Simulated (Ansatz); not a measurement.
The first iterations of a band of Al2H4 (6 atoms, charge 0, multiplicity 1).

These are results of Ansatz, RKS PBE-D4/def2-SVP, not measurements.

| Quantity | Value |
| --- | --- |
| movable images | 8 |
| climbing image | no |
| spring | 5.0 eV/Å² |
| optimiser | quadratic models (default) |
| start path | through a guess of the saddle point |
| force threshold | 0.05 eV/Å |
| iteration limit | 60 |
| end points | relaxed |

First end point:

```xyz
6
Properties=species:S:1:pos:R:3
Al -0.670 -1.108 -0.123
Al 0.683 1.088 0.109
H -2.249 -1.110 -0.443
H 0.019 -2.556 0.042
H 1.398 1.786 -1.156
H 0.862 1.837 1.524
```

Last end point:

```xyz
6
Properties=species:S:1:pos:R:3
Al -0.494 -0.891 -0.297
Al 0.856 1.189 -0.403
H -2.031 -0.712 -0.691
H 0.359 -2.236 -0.182
H -0.073 0.197 1.001
H 1.426 2.389 0.525
```

| iteration | highest image above the first end (eV) | largest band force component (eV/Å) |
| --- | --- | --- |
| 1 | 3.981 | 12.405 |
| 2 | 1.564 | 5.179 |
| 3 | 0.961 | 2.578 |
| 4 | 0.753 | 1.033 |
| 5 | 0.595 | 0.847 |

**Question.** Does the band converge within its limit, and where does its top end?

**Answer.** The forces met the threshold. It ended after 15 iterations with the highest image 0.328 eV above the first end. The profile has 2 maxima (images 3, 8) with wells between them (image 5): this band takes more than one step, which may be the mechanism or a detour left from its start path. No image climbed, so the highest image needn't sit at the top of the path.

The run took 3.5 min on 1 thread of Arm Neoverse N1, on a shared host, peak memory 0.1 GiB.
